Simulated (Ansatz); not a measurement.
Born–Oppenheimer molecular dynamics of C4H5FO (11 atoms, charge 0, multiplicity 1). It starts at the highest image of a converged band. Of that band: Neighbouring images differ by up to 1.4 eV, so the band resolves the path poorly. A vibrational analysis at the climbing image gives one clearly imaginary mode, 1133i cm⁻¹: a first-order saddle point.

The calculation used RKS PBE/def2-SVP (Ansatz 0.2.0).

```yaml
ensemble: NVE (velocity Verlet)
time_step: 0.5 fs
steps_asked: 200
starting_velocities_drawn_for: 300 K
seed: 12195
```

First frame:

```xyz
11
Properties=species:S:1:pos:R:3
C 0.126 -0.391 1.289
C 0.482 0.209 -0.057
O 0.790 -0.788 -1.091
C -0.630 0.086 -1.990
C -0.605 0.830 -0.852
F -1.370 1.863 -0.513
H 0.977 -0.988 1.674
H -0.762 -1.048 1.204
H -0.096 0.411 2.022
H 1.395 0.844 0.022
H -0.240 -1.084 -1.689
```

**Question.** How far do the bonds stretch over the last three quarters of this one trajectory? (Pairs bonded in most of those frames.)

**Answer.** 
```
  bond  mean (Å)  spread (Å)  shortest  longest
 C1–C2     1.529       0.034      1.46     1.59
 C1–H7     1.110       0.007      1.10     1.12
 C1–H8     1.110       0.005      1.10     1.12
 C1–H9     1.112       0.008      1.10     1.13
 C2–O3     1.489       0.065      1.37     1.59
 C2–C5     1.513       0.037      1.44     1.57
C2–H10     1.118       0.021      1.08     1.15
 O3–C4     1.461       0.109      1.27     1.64
 C4–C5     1.377       0.035      1.31     1.44
C4–H11     1.196       0.092      1.02     1.35
 C5–F6     1.340       0.040      1.27     1.40
```

Mean temperature of the second half: 1436 K. The conserved energy stayed within 0.48 meV per atom of its start (net change -0.053 meV per atom), so the integration is sound. The kinetic energy rose, since the run started high on the potential surface and went downhill. A run of 0.1 ps of so small a system gives no equilibrium averages. The orbitals stay closed-shell, which can raise the energy where a bond breaks towards radicals; this wasn't checked here.

Run time: 6 min on 2 threads of Intel(R) Xeon(R) Platinum 8488C (Sapphire Rapids) (shared host), peak memory 0.16 GiB.
